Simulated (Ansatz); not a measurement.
Species: C2H5NO, SMILES `CC(N)=O` (charge 0, multiplicity 1).

Task: Give a relaxed geometry from Ansatz (a first-principles code) with B3LYP-D3(BJ)/def2-TZVP.

Result: the end point of this relaxation (outside a Z-matrix the atoms follow the SMILES, hydrogens last).
Bond lengths (Å): C1–C2 1.516, C1–H5 1.086, C1–H6 1.092, C1–H7 1.092, C2–N3 1.365, C2–O4 1.215, N3–H8 1.006, N3–H9 1.004. Bond angles (°): C2–C1–H5 108.8, C2–C1–H6 110.7, C2–C1–H7 110.7, H5–C1–H6 109.3, H5–C1–H7 109.4, H6–C1–H7 107.9, C1–C2–N3 114.9, C1–C2–O4 123.0, N3–C2–O4 122.1, C2–N3–H8 118.6, C2–N3–H9 122.3, H8–N3–H9 119.1.
